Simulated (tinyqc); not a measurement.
Inside a calculation (part 1 of 2). Method: UKS/BP86 in the sto-3g basis, for NH, spin multiplicity 3. Computed by tinyqc, a small Python program that keeps every step (integrals from PySCF). Settings: charge = 0, multiplicity = 3, basis = sto-3g, energy threshold = 1e-10, iteration cap = 66, orthogonalisation = symmetric, start = core, DIIS depth = 4, DIIS from iteration = 2, damping = 0.3, method = UKS, functional = b88,p86, grid = [15, 14]. Command: `OMP_NUM_THREADS=1 python tinyqc.py 28725 28726 out.jsonl` (the two numbers bound the seeds that draw the settings). One thread of a shared host (Intel(R) Xeon(R) Processor @ 2.60GHz), about 2 s of CPU time with the checks. Later iterations appear only in the table of the cycle.

## One-electron integrals

Geometry (angstrom):
```
atom         x         y         z
N     0.000000  0.000000  0.000000
H     0.000000  0.000000  1.018000
```

Basis sto-3g: exponents (1/bohr^2) and contraction coefficients of normalised primitives:
```
element  l (shell)   exponent  coefficient
N            s (1)  99.106169     0.154329
N            s (1)  18.052312     0.535328
N            s (1)   4.885660     0.444635
N            s (2)   3.780456    -0.099967
N            s (2)   0.878497     0.399513
N            s (2)   0.285714     0.700115
N            p (3)   3.780456     0.155916
N            p (3)   0.878497     0.607684
N            p (3)   0.285714     0.391957
H            s (1)   3.425251     0.154329
H            s (1)   0.623914     0.535328
H            s (1)   0.168855     0.444635
```

Overlap, kinetic and nuclear-attraction integrals over the contracted functions; the nuclear repulsion is the sum of Za Zb / Rab.

nuclear repulsion = 3.63874310 hartree

overlap S, order 1N 1s, 1N 2s, 1N 2px, 1N 2py, 1N 2pz, 2H 1s:
$$\begin{pmatrix}
1.000000 & 0.235038 & 0.000000 & 0.000000 & 0.000000 & 0.057592 \\
0.235038 & 1.000000 & 0.000000 & 0.000000 & 0.000000 & 0.491168 \\
0.000000 & 0.000000 & 1.000000 & 0.000000 & 0.000000 & 0.000000 \\
0.000000 & 0.000000 & 0.000000 & 1.000000 & 0.000000 & 0.000000 \\
0.000000 & 0.000000 & 0.000000 & 0.000000 & 1.000000 & 0.437639 \\
0.057592 & 0.491168 & 0.000000 & 0.000000 & 0.437639 & 1.000000
\end{pmatrix}$$

kinetic energy T (hartree), order 1N 1s, 1N 2s, 1N 2px, 1N 2py, 1N 2pz, 2H 1s:
$$\begin{pmatrix}
21.990753 & -0.128416 & 0.000000 & 0.000000 & 0.000000 & -0.006516 \\
-0.128416 & 0.606994 & 0.000000 & 0.000000 & 0.000000 & 0.120515 \\
0.000000 & 0.000000 & 1.899358 & 0.000000 & 0.000000 & 0.000000 \\
0.000000 & 0.000000 & 0.000000 & 1.899358 & 0.000000 & 0.000000 \\
0.000000 & 0.000000 & 0.000000 & 0.000000 & 1.899358 & 0.279823 \\
-0.006516 & 0.120515 & 0.000000 & 0.000000 & 0.279823 & 0.760032
\end{pmatrix}$$

nuclear attraction V (hartree), order 1N 1s, 1N 2s, 1N 2px, 1N 2py, 1N 2pz, 2H 1s:
$$\begin{pmatrix}
-46.705784 & -5.555124 & 0.000000 & 0.000000 & -0.015655 & -1.398421 \\
-5.555124 & -7.373270 & 0.000000 & 0.000000 & -0.180141 & -3.014788 \\
0.000000 & 0.000000 & -7.275128 & 0.000000 & 0.000000 & 0.000000 \\
0.000000 & 0.000000 & 0.000000 & -7.275128 & 0.000000 & 0.000000 \\
-0.015655 & -0.180141 & 0.000000 & 0.000000 & -7.404063 & -2.491515 \\
-1.398421 & -3.014788 & 0.000000 & 0.000000 & -2.491515 & -4.761169
\end{pmatrix}$$

core Hamiltonian H = T + V (hartree), order 1N 1s, 1N 2s, 1N 2px, 1N 2py, 1N 2pz, 2H 1s:
$$\begin{pmatrix}
-24.715031 & -5.683540 & 0.000000 & 0.000000 & -0.015655 & -1.404937 \\
-5.683540 & -6.766277 & 0.000000 & 0.000000 & -0.180141 & -2.894272 \\
0.000000 & 0.000000 & -5.375770 & 0.000000 & 0.000000 & 0.000000 \\
0.000000 & 0.000000 & 0.000000 & -5.375770 & 0.000000 & 0.000000 \\
-0.015655 & -0.180141 & 0.000000 & 0.000000 & -5.504705 & -2.211692 \\
-1.404937 & -2.894272 & 0.000000 & 0.000000 & -2.211692 & -4.001137
\end{pmatrix}$$

## Two-electron integrals

Functions are numbered as in S; the eight-fold symmetry (ij|kl) = (ji|kl) = (kl|ij) leaves the list below.

Two-electron integrals (ij|kl) in chemists' order, unique and non-zero (hartree):
```
(11|11) 4.166630   (21|11) 0.640849   (21|21) 0.117461   (22|11) 0.969864
(22|21) 0.220936   (22|22) 0.708245   (31|31) 0.020960   (32|31) 0.032452
(32|32) 0.156449   (33|11) 0.967124   (33|21) 0.220977   (33|22) 0.708086
(33|33) 0.762805   (41|41) 0.020960   (42|41) 0.032452   (42|42) 0.156449
(43|43) 0.041119   (44|11) 0.967124   (44|21) 0.220977   (44|22) 0.708086
(44|33) 0.680568   (44|44) 0.762805   (51|51) 0.020960   (52|51) 0.032452
(52|52) 0.156449   (53|53) 0.041119   (54|54) 0.041119   (55|11) 0.967124
(55|21) 0.220977   (55|22) 0.708086   (55|33) 0.680568   (55|44) 0.680568
(55|55) 0.762805   (61|11) 0.159251   (61|21) 0.028949   (61|22) 0.054115
(61|33) 0.053980   (61|44) 0.053980   (61|51) 0.001523   (61|52) 0.002849
(61|55) 0.054393   (61|61) 0.007255   (62|11) 0.370597   (62|21) 0.085391
(62|22) 0.300222   (62|33) 0.294233   (62|44) 0.294233   (62|51) 0.007141
(62|52) 0.053174   (62|55) 0.311924   (62|61) 0.021611   (62|62) 0.159147
(63|31) 0.008901   (63|32) 0.050763   (63|53) 0.010861   (63|63) 0.021625
(64|41) 0.008901   (64|42) 0.050763   (64|54) 0.010861   (64|64) 0.021625
(65|11) 0.285110   (65|21) 0.066548   (65|22) 0.249094   (65|33) 0.237069
(65|44) 0.237069   (65|51) 0.013787   (65|52) 0.092354   (65|55) 0.272876
(65|61) 0.017626   (65|62) 0.158653   (65|65) 0.177384   (66|11) 0.504195
(66|21) 0.118046   (66|22) 0.472400   (66|33) 0.450018   (66|44) 0.450018
(66|51) 0.013061   (66|52) 0.130592   (66|55) 0.516601   (66|61) 0.030246
(66|62) 0.310022   (66|65) 0.347035   (66|66) 0.774606
```

## Orthogonalisation

S = U s U^T; symmetric (Loewdin) form X = U s^(-1/2) U^T, so that X^T S X = 1.

eigenvalues of S: [0.330793, 0.833939, 1.000000, 1.000000, 1.136194, 1.699074]

X, order 1N 1s, 1N 2s, 1N 2px, 1N 2py, 1N 2pz, 2H 1s:
$$\begin{pmatrix}
1.022914 & -0.134198 & 0.000000 & 0.000000 & -0.010820 & 0.025403 \\
-0.134198 & 1.163000 & 0.000000 & 0.000000 & 0.123550 & -0.355051 \\
0.000000 & 0.000000 & 1.000000 & 0.000000 & 0.000000 & 0.000000 \\
0.000000 & 0.000000 & 0.000000 & 1.000000 & 0.000000 & 0.000000 \\
-0.010820 & 0.123550 & 0.000000 & 0.000000 & 1.107955 & -0.311179 \\
0.025403 & -0.355051 & 0.000000 & 0.000000 & -0.311179 & 1.245193
\end{pmatrix}$$

## Starting guess

The start is the orbitals of the core Hamiltonian; D(s) = C_occ C_occ^T for each spin.

D(alpha) at the start, order 1N 1s, 1N 2s, 1N 2px, 1N 2py, 1N 2pz, 2H 1s:
$$\begin{pmatrix}
1.062975 & -0.279425 & 0.000000 & 0.000000 & -0.028423 & 0.048201 \\
-0.279425 & 1.237724 & 0.000000 & 0.000000 & 0.176586 & -0.214368 \\
0.000000 & 0.000000 & 1.000000 & 0.000000 & 0.000000 & 0.000000 \\
0.000000 & 0.000000 & 0.000000 & 1.000000 & 0.000000 & 0.000000 \\
-0.028423 & 0.176586 & 0.000000 & 0.000000 & 1.169729 & -0.238882 \\
0.048201 & -0.214368 & 0.000000 & 0.000000 & -0.238882 & 0.075040
\end{pmatrix}$$

D(beta) at the start, order 1N 1s, 1N 2s, 1N 2px, 1N 2py, 1N 2pz, 2H 1s:
$$\begin{pmatrix}
1.062975 & -0.279425 & 0.000000 & 0.000000 & -0.028423 & 0.048201 \\
-0.279425 & 1.237724 & 0.000000 & 0.000000 & 0.176586 & -0.214368 \\
0.000000 & 0.000000 & 0.000000 & 0.000000 & 0.000000 & 0.000000 \\
0.000000 & 0.000000 & 0.000000 & 0.000000 & 0.000000 & 0.000000 \\
-0.028423 & 0.176586 & 0.000000 & 0.000000 & 1.169729 & -0.238882 \\
0.048201 & -0.214368 & 0.000000 & 0.000000 & -0.238882 & 0.075040
\end{pmatrix}$$

## Iteration 1: exchange-correlation on the grid

Becke grid with 15 radial and 14 angular points per atom, points of zero weight dropped. rho = sum D_ij phi_i phi_j; V_xc,ij = sum w v_xc phi_i phi_j plus the gradient terms; v_xc is d(rho eps)/d rho(s) for spin s at fixed gradient.

The 16 grid points with the largest w rho, of 410 (bohr, atomic units):
```
x                  y          z         w  rho(alpha)  rho(beta)     eps_xc  v_xc(alpha)
0.000000    0.000000  -1.315168  0.685205    0.130873   0.130873  -0.547914    -0.677426
-0.759312   0.759312  -0.759312  0.770855    0.127383   0.064190  -0.510664    -0.658131
-0.759312  -0.759312  -0.759312  0.770855    0.127383   0.064190  -0.510664    -0.658131
0.759312    0.759312  -0.759312  0.770855    0.127383   0.064190  -0.510664    -0.658131
0.759312   -0.759312  -0.759312  0.770855    0.127383   0.064190  -0.510664    -0.658131
0.000000    0.000000  -0.900000  0.244951    0.293723   0.293723  -0.690583    -0.890417
0.759312    0.759312   0.759312  0.691795    0.132336   0.069143  -0.519330    -0.665070
0.759312   -0.759312   0.759312  0.691795    0.132336   0.069143  -0.519330    -0.665070
-0.759312   0.759312   0.759312  0.691795    0.132336   0.069143  -0.519330    -0.665070
-0.759312  -0.759312   0.759312  0.691795    0.132336   0.069143  -0.519330    -0.665070
0.519615    0.519615   0.519615  0.271853    0.310450   0.170530  -0.662079    -0.892160
0.519615   -0.519615   0.519615  0.271853    0.310450   0.170530  -0.662079    -0.892160
-0.519615   0.519615   0.519615  0.271853    0.310450   0.170530  -0.662079    -0.892160
-0.519615  -0.519615   0.519615  0.271853    0.310450   0.170530  -0.662079    -0.892160
0.000000    0.000000   0.900000  0.202699    0.309517   0.309517  -0.705251    -0.900653
-0.519615   0.519615  -0.519615  0.275570    0.286348   0.146427  -0.642948    -0.868274
```

electrons on the grid, sum of w rho = 8.036466

E_xc = sum of w rho eps_xc = -7.61978614 hartree

V_xc(alpha) (hartree), order 1N 1s, 1N 2s, 1N 2px, 1N 2py, 1N 2pz, 2H 1s:
$$\begin{pmatrix}
-2.728312 & -0.374751 & 0.000000 & 0.000000 & -0.001822 & -0.094156 \\
-0.374751 & -0.729239 & 0.000000 & 0.000000 & 0.000198 & -0.267169 \\
0.000000 & 0.000000 & -0.727178 & 0.000000 & 0.000000 & 0.000000 \\
0.000000 & 0.000000 & 0.000000 & -0.727178 & 0.000000 & 0.000000 \\
-0.001822 & 0.000198 & 0.000000 & 0.000000 & -0.719239 & -0.193823 \\
-0.094156 & -0.267169 & 0.000000 & 0.000000 & -0.193823 & -0.258689
\end{pmatrix}$$

V_xc(beta) (hartree), order 1N 1s, 1N 2s, 1N 2px, 1N 2py, 1N 2pz, 2H 1s:
$$\begin{pmatrix}
-2.702090 & -0.354097 & 0.000000 & 0.000000 & -0.002200 & -0.089693 \\
-0.354097 & -0.617346 & 0.000000 & 0.000000 & -0.000534 & -0.233321 \\
0.000000 & 0.000000 & -0.581799 & 0.000000 & 0.000000 & 0.000000 \\
0.000000 & 0.000000 & 0.000000 & -0.581799 & 0.000000 & 0.000000 \\
-0.002200 & -0.000534 & 0.000000 & 0.000000 & -0.673423 & -0.180383 \\
-0.089693 & -0.233321 & 0.000000 & 0.000000 & -0.180383 & -0.238498
\end{pmatrix}$$

## Iteration 1: building the Kohn-Sham matrix

J_ij = sum D_kl (ij|kl) with D = D(alpha) + D(beta); F = H + J + V_xc; E = tr D H + tr D J / 2 + E_xc + E_nn.

Coulomb J (hartree), order 1N 1s, 1N 2s, 1N 2px, 1N 2py, 1N 2pz, 2H 1s:
$$\begin{pmatrix}
14.255582 & 2.623452 & 0.000000 & 0.000000 & 0.003496 & 0.647778 \\
2.623452 & 6.226762 & 0.000000 & 0.000000 & -0.006876 & 2.553189 \\
0.000000 & 0.000000 & 6.196557 & 0.000000 & 0.000000 & 0.000000 \\
0.000000 & 0.000000 & 0.000000 & 6.196557 & 0.000000 & 0.000000 \\
0.003496 & -0.006876 & 0.000000 & 0.000000 & 6.267398 & 2.074499 \\
0.647778 & 2.553189 & 0.000000 & 0.000000 & 2.074499 & 3.833363
\end{pmatrix}$$

F(alpha) (hartree), order 1N 1s, 1N 2s, 1N 2px, 1N 2py, 1N 2pz, 2H 1s:
$$\begin{pmatrix}
-13.187761 & -3.434839 & 0.000000 & 0.000000 & -0.013980 & -0.851315 \\
-3.434839 & -1.268753 & 0.000000 & 0.000000 & -0.186819 & -0.608252 \\
0.000000 & 0.000000 & 0.093608 & 0.000000 & 0.000000 & 0.000000 \\
0.000000 & 0.000000 & 0.000000 & 0.093608 & 0.000000 & 0.000000 \\
-0.013980 & -0.186819 & 0.000000 & 0.000000 & 0.043454 & -0.331016 \\
-0.851315 & -0.608252 & 0.000000 & 0.000000 & -0.331016 & -0.426462
\end{pmatrix}$$

F(beta) (hartree), order 1N 1s, 1N 2s, 1N 2px, 1N 2py, 1N 2pz, 2H 1s:
$$\begin{pmatrix}
-13.161539 & -3.414185 & 0.000000 & 0.000000 & -0.014359 & -0.846852 \\
-3.414185 & -1.156860 & 0.000000 & 0.000000 & -0.187551 & -0.574404 \\
0.000000 & 0.000000 & 0.238987 & 0.000000 & 0.000000 & 0.000000 \\
0.000000 & 0.000000 & 0.000000 & 0.238987 & 0.000000 & 0.000000 \\
-0.014359 & -0.187551 & 0.000000 & 0.000000 & 0.089270 & -0.317576 \\
-0.846852 & -0.574404 & 0.000000 & 0.000000 & -0.317576 & -0.406271
\end{pmatrix}$$

total energy of this density = -53.76871012 hartree

This density is the starting one.

## Iteration 1: diagonalisation and new density

Diagonalise F' = X^T F X, C = X C', fill 5 alpha and 3 beta electrons from the bottom; D(s) = C_occ C_occ^T; the new density keeps 0.3 of the old one (damping). Each column has its largest component positive (the first on a tie).

F' = X^T F X (alpha) (hartree):
$$\begin{pmatrix}
-12.919306 & -1.869500 & 0.000000 & 0.000000 & -0.023582 & -0.132037 \\
-1.869500 & -0.537492 & 0.000000 & 0.000000 & -0.033002 & -0.329317 \\
0.000000 & 0.000000 & 0.093608 & 0.000000 & 0.000000 & 0.000000 \\
0.000000 & 0.000000 & 0.000000 & 0.093608 & 0.000000 & 0.000000 \\
-0.023582 & -0.033002 & 0.000000 & 0.000000 & 0.218796 & -0.365506 \\
-0.132037 & -0.329317 & 0.000000 & 0.000000 & -0.365506 & -0.064085
\end{pmatrix}$$

orbital energies (alpha) (hartree): MO1 -13.197936, MO2 -0.567236, MO3 -0.039722, MO4 0.093608, MO5 0.093608, MO6 0.502806

coefficients C (alpha), order 1N 1s, 1N 2s, 1N 2px, 1N 2py, 1N 2pz, 2H 1s:
$$\begin{pmatrix}
0.992461 & -0.189935 & -0.194805 & 0.000000 & 0.000000 & 0.078239 \\
0.032996 & 0.609333 & 0.906766 & 0.000000 & 0.000000 & -0.563296 \\
0.000000 & 0.000000 & 0.000000 & -0.088518 & 0.996075 & 0.000000 \\
0.000000 & 0.000000 & 0.000000 & 0.996075 & 0.088518 & 0.000000 \\
0.005868 & 0.245290 & -0.391462 & 0.000000 & 0.000000 & -1.061289 \\
-0.010590 & 0.466540 & -0.635263 & 0.000000 & 0.000000 & 1.073645
\end{pmatrix}$$

F' = X^T F X (beta) (hartree):
$$\begin{pmatrix}
-12.895505 & -1.864819 & 0.000000 & 0.000000 & -0.023594 & -0.133278 \\
-1.864819 & -0.417785 & 0.000000 & 0.000000 & -0.029218 & -0.328373 \\
0.000000 & 0.000000 & 0.238987 & 0.000000 & 0.000000 & 0.000000 \\
0.000000 & 0.000000 & 0.000000 & 0.238987 & 0.000000 & 0.000000 \\
-0.023594 & -0.029218 & 0.000000 & 0.000000 & 0.266617 & -0.364898 \\
-0.133278 & -0.328373 & 0.000000 & 0.000000 & -0.364898 & -0.054810
\end{pmatrix}$$

orbital energies (beta) (hartree): MO1 -13.170779, MO2 -0.505227, MO3 0.033888, MO4 0.238987, MO5 0.238987, MO6 0.540634

coefficients C (beta), order 1N 1s, 1N 2s, 1N 2px, 1N 2py, 1N 2pz, 2H 1s:
$$\begin{pmatrix}
0.992860 & -0.170715 & -0.207902 & 0.000000 & 0.000000 & -0.083585 \\
0.031316 & 0.519559 & 0.949440 & 0.000000 & 0.000000 & 0.582704 \\
0.000000 & 0.000000 & 0.000000 & -0.096470 & 0.995336 & 0.000000 \\
0.000000 & 0.000000 & 0.000000 & 0.995336 & 0.096470 & 0.000000 \\
0.005622 & 0.248068 & -0.376739 & 0.000000 & 0.000000 & 1.065963 \\
-0.009991 & 0.544037 & -0.589482 & 0.000000 & 0.000000 & -1.063240
\end{pmatrix}$$

D(alpha) after iteration 1, order 1N 1s, 1N 2s, 1N 2px, 1N 2py, 1N 2pz, 2H 1s:
$$\begin{pmatrix}
1.060195 & -0.265568 & 0.000000 & 0.000000 & 0.016318 & 0.031701 \\
-0.265568 & 1.207537 & 0.000000 & 0.000000 & -0.090739 & -0.268785 \\
0.000000 & 0.000000 & 1.000000 & 0.000000 & 0.000000 & 0.000000 \\
0.000000 & 0.000000 & 0.000000 & 1.000000 & 0.000000 & 0.000000 \\
0.016318 & -0.090739 & 0.000000 & 0.000000 & 0.500329 & 0.182475 \\
0.031701 & -0.268785 & 0.000000 & 0.000000 & 0.182475 & 0.457444
\end{pmatrix}$$

D(beta) after iteration 1, order 1N 1s, 1N 2s, 1N 2px, 1N 2py, 1N 2pz, 2H 1s:
$$\begin{pmatrix}
1.059589 & -0.262324 & 0.000000 & 0.000000 & 0.020563 & 0.028292 \\
-0.262324 & 1.191968 & 0.000000 & 0.000000 & -0.107064 & -0.258442 \\
0.000000 & 0.000000 & 0.000000 & 0.000000 & 0.000000 & 0.000000 \\
0.000000 & 0.000000 & 0.000000 & 0.000000 & 0.000000 & 0.000000 \\
0.020563 & -0.107064 & 0.000000 & 0.000000 & 0.493370 & 0.178224 \\
0.028292 & -0.258442 & 0.000000 & 0.000000 & 0.178224 & 0.473008
\end{pmatrix}$$

Within a degenerate level the vectors are fixed only up to a rotation; this is one choice.

## Iteration 2: exchange-correlation on the grid

As before.

The 16 grid points with the largest w rho, of 410 (bohr, atomic units):
```
x                  y          z         w  rho(alpha)  rho(beta)     eps_xc  v_xc(alpha)
-0.759312  -0.759312  -0.759312  0.770855    0.118450   0.055696  -0.498011    -0.640809
-0.759312   0.759312  -0.759312  0.770855    0.118450   0.055696  -0.498011    -0.640809
0.759312    0.759312  -0.759312  0.770855    0.118450   0.055696  -0.498011    -0.640809
0.759312   -0.759312  -0.759312  0.770855    0.118450   0.055696  -0.498011    -0.640809
0.000000    0.000000  -1.315168  0.685205    0.091351   0.092069  -0.494710    -0.602094
0.759312    0.759312   0.759312  0.691795    0.112763   0.048280  -0.487589    -0.630293
0.759312   -0.759312   0.759312  0.691795    0.112763   0.048280  -0.487589    -0.630293
-0.759312  -0.759312   0.759312  0.691795    0.112763   0.048280  -0.487589    -0.630293
-0.759312   0.759312   0.759312  0.691795    0.112763   0.048280  -0.487589    -0.630293
-1.315168   0.000000   0.000000  0.684356    0.128670   0.033585  -0.502006    -0.650282
0.000000    1.315168   0.000000  0.684356    0.128670   0.033585  -0.502006    -0.650282
0.000000   -1.315168   0.000000  0.684356    0.128670   0.033585  -0.502006    -0.650282
1.315168    0.000000   0.000000  0.684356    0.128670   0.033585  -0.502006    -0.650282
-0.519615  -0.519615  -0.519615  0.275570    0.267682   0.128729  -0.626196    -0.847300
-0.519615   0.519615  -0.519615  0.275570    0.267682   0.128729  -0.626196    -0.847300
0.519615    0.519615  -0.519615  0.275570    0.267682   0.128729  -0.626196    -0.847300
```

electrons on the grid, sum of w rho = 8.028174

E_xc = sum of w rho eps_xc = -7.29527776 hartree

V_xc(alpha) (hartree), order 1N 1s, 1N 2s, 1N 2px, 1N 2py, 1N 2pz, 2H 1s:
$$\begin{pmatrix}
-2.718460 & -0.366986 & 0.000000 & 0.000000 & 0.000456 & -0.091866 \\
-0.366986 & -0.709234 & 0.000000 & 0.000000 & -0.006147 & -0.296782 \\
0.000000 & 0.000000 & -0.711355 & 0.000000 & 0.000000 & 0.000000 \\
0.000000 & 0.000000 & 0.000000 & -0.711355 & 0.000000 & 0.000000 \\
0.000456 & -0.006147 & 0.000000 & 0.000000 & -0.690033 & -0.248432 \\
-0.091866 & -0.296782 & 0.000000 & 0.000000 & -0.248432 & -0.495870
\end{pmatrix}$$

V_xc(beta) (hartree), order 1N 1s, 1N 2s, 1N 2px, 1N 2py, 1N 2pz, 2H 1s:
$$\begin{pmatrix}
-2.692855 & -0.346771 & 0.000000 & 0.000000 & 0.000818 & -0.087417 \\
-0.346771 & -0.591879 & 0.000000 & 0.000000 & -0.001043 & -0.263122 \\
0.000000 & 0.000000 & -0.559086 & 0.000000 & 0.000000 & 0.000000 \\
0.000000 & 0.000000 & 0.000000 & -0.559086 & 0.000000 & 0.000000 \\
0.000818 & -0.001043 & 0.000000 & 0.000000 & -0.642016 & -0.236923 \\
-0.087417 & -0.263122 & 0.000000 & 0.000000 & -0.236923 & -0.484423
\end{pmatrix}$$

## Iteration 2: building the Kohn-Sham matrix

As before.

Coulomb J (hartree), order 1N 1s, 1N 2s, 1N 2px, 1N 2py, 1N 2pz, 2H 1s:
$$\begin{pmatrix}
13.681369 & 2.497400 & 0.000000 & 0.000000 & 0.003459 & 0.616800 \\
2.497400 & 5.951042 & 0.000000 & 0.000000 & 0.072906 & 2.531420 \\
0.000000 & 0.000000 & 5.921461 & 0.000000 & 0.000000 & 0.000000 \\
0.000000 & 0.000000 & 0.000000 & 5.921461 & 0.000000 & 0.000000 \\
0.003459 & 0.072906 & 0.000000 & 0.000000 & 5.990122 & 2.127275 \\
0.616800 & 2.531420 & 0.000000 & 0.000000 & 2.127275 & 4.088171
\end{pmatrix}$$

F(alpha) (hartree), order 1N 1s, 1N 2s, 1N 2px, 1N 2py, 1N 2pz, 2H 1s:
$$\begin{pmatrix}
-13.752121 & -3.553126 & 0.000000 & 0.000000 & -0.011740 & -0.880004 \\
-3.553126 & -1.524468 & 0.000000 & 0.000000 & -0.113383 & -0.659634 \\
0.000000 & 0.000000 & -0.165664 & 0.000000 & 0.000000 & 0.000000 \\
0.000000 & 0.000000 & 0.000000 & -0.165664 & 0.000000 & 0.000000 \\
-0.011740 & -0.113383 & 0.000000 & 0.000000 & -0.204616 & -0.332849 \\
-0.880004 & -0.659634 & 0.000000 & 0.000000 & -0.332849 & -0.408836
\end{pmatrix}$$

F(beta) (hartree), order 1N 1s, 1N 2s, 1N 2px, 1N 2py, 1N 2pz, 2H 1s:
$$\begin{pmatrix}
-13.726516 & -3.532912 & 0.000000 & 0.000000 & -0.011377 & -0.875554 \\
-3.532912 & -1.407113 & 0.000000 & 0.000000 & -0.108279 & -0.625975 \\
0.000000 & 0.000000 & -0.013395 & 0.000000 & 0.000000 & 0.000000 \\
0.000000 & 0.000000 & 0.000000 & -0.013395 & 0.000000 & 0.000000 \\
-0.011377 & -0.108279 & 0.000000 & 0.000000 & -0.156600 & -0.321340 \\
-0.875554 & -0.625975 & 0.000000 & 0.000000 & -0.321340 & -0.397389
\end{pmatrix}$$

total energy of this density = -54.29156903 hartree

This density is a damped mixture and is not idempotent.
